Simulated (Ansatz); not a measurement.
A trace of molecular dynamics of CH$_{7}$Al (9 atoms, charge 0, multiplicity 1).

Theory: RKS PBE0/cc-pVDZ in Ansatz.

| Property | Result |
| --- | --- |
| ensemble | NVE (velocity Verlet) |
| starting velocities drawn for | 300 K |
| seed | 6929 |

```
time (fs)  T (K)  potential energy less start (eV)  conserved less start (meV/atom)
        0    300                             0.000                             0.00
        4    219                             0.074                             0.08
        8    232                             0.063                             0.14
       12    543                            -0.219                             0.07
       16    982                            -0.618                            -0.02
       20   1247                            -0.857                             0.04
       24   1277                            -0.883                             0.08
       28   1105                            -0.728                             0.05
       32    908                            -0.550                             0.03
       36    804                            -0.455                             0.08
       40    846                            -0.493                             0.11
       44    937                            -0.576                             0.04
       48    936                            -0.575                             0.05
       52    938                            -0.576                             0.10
       56   1011                            -0.643                             0.11
       60   1091                            -0.715                             0.06
       64   1043                            -0.672                             0.07
       68    928                            -0.567                             0.09
       72    818                            -0.468                             0.09
       76    829                            -0.478                             0.07
       80    998                            -0.632                             0.00
       84    991                            -0.625                             0.06
       88    976                            -0.611                             0.06
       92    951                            -0.588                             0.05
       96   1025                            -0.656                             0.02
      100   1076                            -0.701                             0.04
```

Task: Can this run be trusted? Judge the integration.

Result: The conserved energy stayed within 0.15 meV per atom of its start (net change 0.043 meV per atom), so the integration is sound. The kinetic energy rose, since the run started high on the potential surface and went downhill. It ends in pieces (CH5Al + H2), so much of that is their flight and rotation, not heat. A run of 0.1 ps of so small a system gives no equilibrium averages. The orbitals stay closed-shell, which can raise the energy where a bond breaks towards radicals; this wasn't checked here. The time step was 0.5 fs.

The run took 3.5 min on 1 thread of Intel(R) Xeon(R) 6975P-C (Granite Rapids), with other jobs on the host, peak memory 0.14 GiB.
